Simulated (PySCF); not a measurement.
# From one method to the next for SO⁻

Starting from one script, swap the method and compare what comes out for SO⁻.

Method: each script names its method and basis; program: PySCF 2.14.0.

1 further run of the same task is left out (it didn't finish).

## Step 1: Starting geometry

SO⁻: 2 atoms, charge -1, spin multiplicity 2.

Bond lengths: S1–O2 1.685 Å.

## Step 2: The run that the others are compared with

File input.py:

```python
from pyscf import gto, scf, cc

mol = gto.M(
    atom='S 0 0 0; O 0 0 1.685',
    basis='6-31g',
    charge=-1,
    spin=1,
    verbose=4,
)
mf = scf.UHF(mol)
mf = mf.density_fit(auxbasis='def2-universal-jkfit')
mf.kernel()
mycc = cc.CCSD(mf, frozen=6)
mycc.kernel()
e = mycc.eeccsd(nroots=8)[0]
print('roots (eV) =', (e*27.211386).round(3))
mf.dip_moment()
print('orbital energies (hartree):', [e[max(0, n-3):n+3].round(4) for e, n in zip(mf.mo_energy, mol.nelec)])
```

Run with:

```console
$ OMP_NUM_THREADS=1 python input.py
```

## Step 3: EOM-EA

Run 1 changes step after the SCF: eomee → eomea; number of roots: 8 → 6.

Edit input.py of step 2 so:

```diff
@@ -14,3 +14,3 @@
 mycc.kernel()
-e = mycc.eeccsd(nroots=8)[0]
+e = mycc.eaccsd(nroots=6)[0]
 print('roots (eV) =', (e*27.211386).round(3))
```

## Step 4: CCSD(T)

Run 2 changes step after the SCF: eomee → ccsd(t).

Edit input.py of step 2 so:

```diff
@@ -14,4 +14,3 @@
 mycc.kernel()
-e = mycc.eeccsd(nroots=8)[0]
-print('roots (eV) =', (e*27.211386).round(3))
+mycc.ccsd_t()
 mf.dip_moment()
```

## Step 5: Blyp (UKS)

Run 3 changes functional: none (Hartree–Fock) → blyp; SCF type: UHF → UKS; step after the SCF: eomee → analyze.

File input.py:

```python
from pyscf import gto, dft

mol = gto.M(
    atom='S 0 0 0; O 0 0 1.685',
    basis='6-31g',
    charge=-1,
    spin=1,
    verbose=4,
)
mf = dft.UKS(mol, xc='blyp')
mf = mf.density_fit(auxbasis='def2-universal-jkfit')
mf.kernel()
mf.analyze()
print('orbital energies (hartree):', [e[max(0, n-3):n+3].round(4) for e, n in zip(mf.mo_energy, mol.nelec)])
```

## Step 6: Stability test

Run 4 changes step after the SCF: eomee → stability.

Edit input.py of step 2 so:

```diff
@@ -1,2 +1,2 @@
-from pyscf import gto, scf, cc
+from pyscf import gto, scf
 
@@ -12,6 +12,3 @@
 mf.kernel()
-mycc = cc.CCSD(mf, frozen=6)
-mycc.kernel()
-e = mycc.eeccsd(nroots=8)[0]
-print('roots (eV) =', (e*27.211386).round(3))
+mf.stability(internal=True, external=True)
 mf.dip_moment()
```

## Step 7: Frequency run

Run 5 changes step after the SCF: eomee → frequency.

File input.py:

```python
from pyscf import gto, scf
from pyscf.hessian import thermo

mol = gto.M(
    atom='S 0 0 0; O 0 0 1.685',
    basis='6-31g',
    charge=-1,
    spin=1,
    verbose=4,
)
mf = scf.UHF(mol)
mf = mf.density_fit(auxbasis='def2-universal-jkfit')
mf.kernel()
hess = mf.Hessian().kernel()
print('wavenumber (cm^-1) =', thermo.harmonic_analysis(mol, hess)['freq_wavenumber'].round(1))
mf.dip_moment()
print('orbital energies (hartree):', [e[max(0, n-3):n+3].round(4) for e, n in zip(mf.mo_energy, mol.nelec)])
```

Q: Predict the outcome of this session. Wanted: for each run, E(SCF); from base; gap, α spin; after the SCF.

As calculated:

```csv
run,E(SCF) (hartree),from base (eV),cycles,"gap, α spin (eV)",after the SCF
base,-472.281596,0,17,13.02,"CCSD correlation -4.601 eV, core frozen, first root 1.00 eV"
EOM-EA,-472.281596,0.0000,17,13.02,"CCSD correlation -4.601 eV, core frozen, first root 7.79 eV"
CCSD(T),-472.281596,0.0000,17,13.02,"CCSD(T) correlation -4.678 eV, core frozen"
blyp (UKS),-473.309341,not comparable,11,3.36,n/a
stability test,-472.281596,0.0000,17,13.02,stable
frequency run,-472.281596,0.0000,17,13.02,highest mode 846 cm⁻¹
```

What this shows: A lower total energy from another functional means nothing by itself.
